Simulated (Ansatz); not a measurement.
This script for a test of scalar relativity of OSi (charge +1) with Ansatz's Python interface holds a mistake.

The script, `osi_x2c.py`:
```python
import ansatz as az
import numpy as np

geometry_ang = [
    ("Si", (0.0, 0.0, 0.0)),
    ("O", (0.0, 0.0, 1.815)),
]
molecule = az.Crystal.molecule()
for symbol, xyz in geometry_ang:
    molecule = molecule.atom(symbol, xyz)

setup = (
    molecule.calculation()
    .functional("pbe")
    .charge(1)
    .spin("collinear", total=1)
    .stress()
    .forces()
)
sets = {"none": "cc-pVTZ", "scalar": "cc-pVTZ-DK"}
found = {kind: setup.basis(gaussian=basis).pseudopotentials(relativity=kind).run(threads=1, pin="off").report for kind, basis in sets.items()}
for kind, each in found.items():
    dipole = 4.803205 * np.linalg.norm(each["charge_distribution"]["dipole_moment_e_ang"])
    print(f"{kind:7s} E = {each['free_energy_ev']:.4f} eV  dipole {dipole:.3f} D  largest force component {np.abs(each['forces_ev_ang']).max():.4f} eV/A")
print(f"relativity lowers the total energy by {found['none']['free_energy_ev'] - found['scalar']['free_energy_ev']:.3f} eV")
```

Running `python osi_x2c.py` prints:
```text
Traceback (most recent call last):
  File "osi_x2c.py", line 21, in <module>
    found = {kind: setup.basis(gaussian=basis).pseudopotentials(relativity=kind).run(threads=1, pin="off").report for kind, basis in sets.items()}
                   ~~~~~~~~~~~~~~~~~~~~~~~~~~~~~~~~~~~~~~~~~~~~~~~~~~~~~~~~~~~~~~~~~^^^^^^^^^^^^^^^^^^^^^^
  ...
ansatz.RefusalError: invalid value for `basis.gaussian`: such a run doesn't read output.stress; remove what it names
```
(Library frames cut from the traceback.)

Why does it end like this?

The fault: a molecule has no stress. Mended:

```diff
--- before
+++ after
@@ -16,3 +16,2 @@
     .spin("collinear", total=1)
-    .stress()
     .forces()
```

After the fix:

```console
$ python osi_x2c.py
none    E = -9907.7097 eV  dipole 3.414 D  largest force component 2.7239 eV/A
scalar  E = -9925.7754 eV  dipole 3.424 D  largest force component 2.7117 eV/A
relativity lowers the total energy by 18.066 eV
```

Reading the output:
- Total energies depend on the basis set; only differences at equal settings carry meaning.
- The geometry is a force-field or estimated start, not a minimum of this method. The basis set changes with the Hamiltonian (a set recontracted for scalar relativity), and most of the change in the total lies in the cores.
- The run takes the species as open-shell (spin multiplicity 2), which needn't be its ground state.
- An ion's dipole depends on the origin; the program takes it about the centre of nuclear charge.
- The spin state was assumed, and another may lie lower.
- Hardware and time: 7 s on 1 thread of Arm Neoverse V2 (shared host), peak memory 0.18 GiB.
